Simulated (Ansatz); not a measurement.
For rock-salt ZrC, PBE in Ansatz (PAW) gives:

- lattice constant a: 4.709 Å
- bulk modulus: 222 GPa
- formation enthalpy: -0.859 eV/atom

### Question
What does r²SCANh (Ansatz, a quantum-chemistry and plane-wave program, PAW) give for the same quantities?

### Answer

- lattice constant a: 4.706 Å (falls by 0.1 %)
- bulk modulus: 235 GPa (rises by 5.9 %)
- formation enthalpy: -1.033 eV/atom (moves by -0.174 eV/atom)

For comparison: lattice constant a 4.696 Å (measured, temperature not stated, not corrected to a static lattice; as tabulated in Zhang et al. (2018), doi:10.1088/1367-2630/aac7f0); bulk modulus 223 GPa (measured, temperature not stated, not corrected to a static lattice, from single-crystal elastic constants, our sources range from 208 to 223; as tabulated in arXiv:1102.4063); formation enthalpy -1.019 eV/atom (measured, 298 K, copied from a table, unchecked, not corrected to a static lattice; as tabulated in Wang et al. (2021), doi:10.1038/s41598-021-94550-5).

Changes are worked out from the printed values.

Unless a cell is named, each level is at its own relaxed cell (PBE 13.05, r²SCANh 13.03 Å³/atom).

Ansatz's density-functional and Hartree–Fock values are scalar-relativistic unless marked +SOC, with PAW data made under PBE.
